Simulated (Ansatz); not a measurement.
# Two structures, one formula

Two relaxed structures of SiNH5S, singlet (PBE0-D4/def2-TZVP; forces vanish, vibrations not checked).

A:

```csv
atom,x (Å),y (Å),z (Å)
N1,-0.9487,0.7636,-0.7502
Si2,0.3435,0.2185,0.2208
S3,0.5616,-1.9188,0.1173
H4,-1.8770,0.3843,-0.6658
H5,-0.7738,1.1356,-1.6680
H6,0.1403,0.5343,1.6573
H7,1.5489,0.9162,-0.2913
H8,1.0051,-2.0336,1.3799
```

B:

N1  (-1.031, 0.785, -0.562)
Si2  (0.527, -0.007, 0.331)
S3  (0.609, -1.867, -0.333)
H4  (-1.832, 0.203, -0.328)
H5  (-0.878, 0.688, -1.564)
H6  (0.095, 0.350, 1.716)
H7  (1.490, 1.056, -0.089)
H8  (-1.239, 1.757, -0.342)
(Å)

Program: Ansatz 0.2.0. Basis: def2-TZVPP. Cores are frozen in the correlated methods. B3LYP uses VWN-RPA correlation.

Problem. Which structure is lower at CCSD(T), and by how much? (To be estimated.)

Solution. The calculation gives: A, by 46.4 kJ/mol (electronic energy, against the other). By their contacts, A is SiNH₅S ([NH2][SiH2][SH]) and B is SiNH₅S ([NH3][SiH2][S]).

All methods give the same order:

```json
{"method": "PBE-D4", "E(B) − E(A) (kJ/mol)": "39.7"}
{"method": "r2SCAN-D4", "E(B) − E(A) (kJ/mol)": "42.5"}
{"method": "PBE0-D4", "E(B) − E(A) (kJ/mol)": "43.1"}
{"method": "B3LYP-D4", "E(B) − E(A) (kJ/mol)": "48.1"}
{"method": "wB97M-V", "E(B) − E(A) (kJ/mol)": "47.6"}
{"method": "HF", "E(B) − E(A) (kJ/mol)": "55.4"}
{"method": "MP2", "E(B) − E(A) (kJ/mol)": "42.8"}
{"method": "CCSD", "E(B) − E(A) (kJ/mol)": "49.6"}
{"method": "CCSD(T)", "E(B) − E(A) (kJ/mol)": "46.4"}
```

No T1 diagnostic of these runs exceeds 0.012.

Labels in which every atom is bracketed show which atoms are joined, not bond orders.

For scale, one of the runs: CCSD(T)/def2-TZVPP, 185 basis functions, launched by `ansatz run in.yaml --threads 2 --pin off --events-out ev --progress --plain --max-ram 4352MiB`. The run took 46 s on 2 CPU threads of an Arm Neoverse V1 (shared host), with 1.7 GiB of host memory at its peak.
